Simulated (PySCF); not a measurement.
# NaN⁻: one state, many levels of theory

State: ⁴Σ⁻ (quartet), unpaired electrons σ ↑, π ↑↑. Set-up: Na def2-SVPD, N def2-SVPD; no relativity (PySCF 2.14). De refers to Na⁻ + N in their high-spin ground configurations, without counterpoise correction. The functionals are run spin-unrestricted. A positive dipole points towards N; it is taken about the centre of mass and depends on that origin. Levels whose curve was spin-contaminated or gave no clean fit are not listed.

```json
{"Level": "UHF-CCSD", "Re (Å)": "2.346", "ωe (cm⁻¹)": "322", "De (eV)": "0.446", "μ (D)": "n/a"}
{"Level": "UHF-CCSD(T)", "Re (Å)": "2.351", "ωe (cm⁻¹)": "320", "De (eV)": "0.52", "μ (D)": "n/a"}
{"Level": "PBE", "Re (Å)": "2.344", "ωe (cm⁻¹)": "315", "De (eV)": "1.42", "μ (D)": "3.32"}
{"Level": "revPBE", "Re (Å)": "2.373", "ωe (cm⁻¹)": "302", "De (eV)": "1.31", "μ (D)": "3.48"}
{"Level": "r²SCAN", "Re (Å)": "2.358", "ωe (cm⁻¹)": "304", "De (eV)": "n/a", "μ (D)": "3.50"}
{"Level": "PBE0", "Re (Å)": "2.322", "ωe (cm⁻¹)": "330", "De (eV)": "1.11", "μ (D)": "2.95"}
{"Level": "M06", "Re (Å)": "2.358", "ωe (cm⁻¹)": "306", "De (eV)": "1.06", "μ (D)": "3.72"}
{"Level": "M06-2X", "Re (Å)": "2.330", "ωe (cm⁻¹)": "324", "De (eV)": "0.98", "μ (D)": "2.60"}
{"Level": "LC-ωPBE", "Re (Å)": "2.286", "ωe (cm⁻¹)": "366", "De (eV)": "n/a", "μ (D)": "2.39"}
```

Q: Which functional lies closest to UHF-CCSD(T) in De, which farthest, and by how much do they differ from it?

A: Closest is M06-2X (-2.1 pm in Re, +1.2 % in ωe, +0.46 eV in De against UHF-CCSD(T) in the same basis), farthest PBE (-0.7 pm in Re, -1.6 % in ωe, +0.90 eV in De). CCSD(T) converges more slowly with the basis than the functionals do and binds too weakly in this one, so the order can change at the basis-set limit.

Q: What does a quarter of exact exchange do here, going from PBE to PBE0?

A: PBE0 less PBE: -2.2 pm in Re, +4.8 % in ωe, -0.31 eV in De. Exact exchange removes part of the self-interaction that spreads semilocal densities, and in most molecules shortens and stiffens the bond and lowers De; so it does here.

Q: What does the triples do here, going from UHF-CCSD to UHF-CCSD(T)?

A: UHF-CCSD(T) less UHF-CCSD: +0.5 pm in Re, -0.6 % in ωe, +0.07 eV in De. Correlation nearly always deepens the well. The bond lengthens, as in strong covalent bonds, where excitations into antibonding orbitals dominate.

Correlated steps freeze 2 core orbitals. Correlated levels converge slowly with the basis: in double zeta they bind strong bonds too weakly, by up to about 1 eV, and carry superposition errors of some tenths. For an ion De counts to the pair picked by the measured ionisation energies or electron affinities, which need not be the lowest pair at this level. The highest Kohn–Sham level is positive in this anion. Much of that is self-interaction error, but it also means that the finite basis helps to hold the extra electron. The state is the lowest determinant that a PBE0 search found; another state may lie lower at other levels.
